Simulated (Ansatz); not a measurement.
Mulliken charges of `[CH2]1[AlH][AlH]1` from r2SCAN/def2-TZVPP in Ansatz (PBE0-D4/def2-TZVP geometry).

```csv
atom,x (Å),y (Å),z (Å),charge (e)
C1,-0.662,-0.119,-0.413,-0.461
Al2,0.073,0.915,1.079,0.278
Al3,1.159,-0.821,-0.247,0.278
H4,-1.637,-0.494,-0.722,0.060
H5,-0.329,0.659,-1.157,0.124
H6,-0.506,1.871,2.214,-0.140
H7,1.964,-2.079,-0.801,-0.140
```

By hand: the dipole of these point charges (1 e Å = 4.8032 D).

Σ q r = (0.305, 0.162, 0.037) e Å, of length 0.347 e Å = 1.67 D.

How does the dipole of the full density compare? (Best estimate.)

Computed: (-0.059, 0.009, -0.060) e Å, 0.41 D; the point charges give 4.07 times that, at 130° from its direction, so they point the opposite way.

Point charges leave out the atoms' own dipoles, such as those of lone pairs, and Mulliken's split depends on the basis, so the two needn't agree.
